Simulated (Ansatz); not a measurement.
## Redistribution: C5H12 + C4H8Cl2 → C4H9Cl + C5H11Cl

Gas-phase species: C5H12 (neopentane) `CC(C)(C)C`, singlet; C4H8Cl2 `ClCCCCCl`, singlet; C4H9Cl `CC(C)(C)Cl`, singlet; C5H11Cl (1-chloropentane) `CCCCCCl`, singlet. The partners trade CH3 for Cl; both sit on C, so the bond types are kept.

Shapes, held fixed at every level: PBE0-D4/def2-TZVP. Flexible molecules stand in one conformer, not always the lowest. Programs: Ansatz 0.2.0. Electronic energies: no zero-point or thermal term.

```json
{"level": "HF/def2-TZVPP", "kind": "Hartree–Fock", "ΔE (kJ/mol)": "-12.3", "less CCSD(T)/CBS estimate": "-3.2"}
{"level": "SPW92/def2-TZVPP", "kind": "LDA", "ΔE (kJ/mol)": "-8.1", "less CCSD(T)/CBS estimate": "+1.0"}
{"level": "r2SCAN-D4/def2-TZVPP", "kind": "meta-GGA", "ΔE (kJ/mol)": "-10.5", "less CCSD(T)/CBS estimate": "-1.4"}
{"level": "wB97M-V/def2-TZVPP", "kind": "range-separated hybrid", "ΔE (kJ/mol)": "-8.5", "less CCSD(T)/CBS estimate": "+0.6"}
{"level": "B2PLYP/def2-TZVPP", "kind": "double hybrid", "ΔE (kJ/mol)": "-10.3", "less CCSD(T)/CBS estimate": "-1.2"}
{"level": "CCSD(T)/def2-SVP", "kind": "coupled cluster or CI", "ΔE (kJ/mol)": "-10.7", "less CCSD(T)/CBS estimate": "-1.6"}
{"level": "CCSD(T)/CBS estimate", "kind": "coupled cluster or CI", "ΔE (kJ/mol)": "-9.1", "less CCSD(T)/CBS estimate": "0.0"}
```

The highest level, CCSD(T)/CBS estimate, gives ΔE = -9.1 kJ/mol; the levels span -12.3 to -8.1. The column of differences is taken from that level and isn't an error. No measured value is set beside it here. The CBS estimate extrapolates MP2 from def2-TZVPP and def2-QZVPP and adds CCSD(T) − MP2 in the triple-zeta set, cores frozen.
